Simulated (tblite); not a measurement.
Compound: 1-propanol, C₃H₈O.
Numbering: `[CH3:1][CH2:2][CH2:3][OH:4]` (hydrogens: H5, H6, H7 on C1; H8, H9 on C2; H10, H11 on C3; H12 on O4)

Computed with GFN2-xTB (tblite), gas phase: nudged elastic band of 9 images (0 to 8), spring 0.2 eV/Å², climbing image at the end, force threshold 0.05 eV/Å. The top image wasn't refined or checked by frequencies; at this threshold it can lie a kcal/mol or more above the true saddle point of the method.

The band describes a rotation about C2–C3 (chain CH2 carbon, carbinol carbon (C–OH)), followed by the dihedral C1–C2–C3–O4, from the optimised start (179°) to a second optimised geometry at -67°.

Q: Give the energy profile along the converged band.

A: 
```json
{"image": "0", "dihedral (°)": "179", "E (kJ/mol)": "0.00", "C2–C3 (Å)": "1.529", "C1···O4 (Å)": "3.78", "largest true force (eV/Å)": "0.01"}
{"image": "1", "dihedral (°)": "-167", "E (kJ/mol)": "1.51", "C2–C3 (Å)": "1.531", "C1···O4 (Å)": "3.77", "largest true force (eV/Å)": "0.05"}
{"image": "2", "dihedral (°)": "-153", "E (kJ/mol)": "4.86", "C2–C3 (Å)": "1.535", "C1···O4 (Å)": "3.74", "largest true force (eV/Å)": "0.06"}
{"image": "3", "dihedral (°)": "-139", "E (kJ/mol)": "8.25", "C2–C3 (Å)": "1.539", "C1···O4 (Å)": "3.67", "largest true force (eV/Å)": "0.06"}
{"image": "4", "dihedral (°)": "-124", "E (kJ/mol)": "9.76", "C2–C3 (Å)": "1.541", "C1···O4 (Å)": "3.58", "largest true force (eV/Å)": "0.05"}
{"image": "5", "dihedral (°)": "-110", "E (kJ/mol)": "8.59", "C2–C3 (Å)": "1.540", "C1···O4 (Å)": "3.47", "largest true force (eV/Å)": "0.04"}
{"image": "6", "dihedral (°)": "-95", "E (kJ/mol)": "5.47", "C2–C3 (Å)": "1.536", "C1···O4 (Å)": "3.33", "largest true force (eV/Å)": "0.05"}
{"image": "7", "dihedral (°)": "-81", "E (kJ/mol)": "2.38", "C2–C3 (Å)": "1.532", "C1···O4 (Å)": "3.18", "largest true force (eV/Å)": "0.04"}
{"image": "8", "dihedral (°)": "-67", "E (kJ/mol)": "1.19", "C2–C3 (Å)": "1.531", "C1···O4 (Å)": "3.07", "largest true force (eV/Å)": "0.01"}
```

Barriers of this band. The top is image 4 at -124°: 9.76 kJ/mol forward and 8.57 kJ/mol back; the end lies 1.19 kJ/mol above the start. The central bond is 0.012 Å longer at the top than at the start.

Q: What rate follows at 298 K for crossing this barrier forward?

A: Taking the electronic barrier for the free energy of activation (no zero-point or entropy terms, transmission 1), rate = (kT/h)·exp(−ΔE/kT) ≈ 1 × 10^11 s⁻¹, whose inverse is 8 × 10^-12 s. An error of 1 kcal/mol in the barrier changes this by a factor of 5, and the method and the loose band can each miss by that much or more. The barrier is only 3.9 kT, where transition-state theory is rough.

Q: How would the two end points share their population at 298 K, from these energies alone?

A: exp(−ΔE/kT) with ΔE = 0.012 eV gives 0.63 for the higher one (end) against 1 for the lower, without vibrational, rotational or degeneracy terms. GFN2-xTB can put conformers this close in the wrong order.

Q: How long is the path, and how are the images spaced?

A: Cartesian distances between aligned neighbours (all atoms, Å): 0.49, 0.51, 0.51, 0.51, 0.51, 0.52, 0.52, 0.59; the sum is 4.16 Å, and the top lies 48 % of the way along.

The cost below is that of the whole band run. Hardware: Arm Neoverse V2, one thread, on a shared host. Cost: 1.2 s wall.
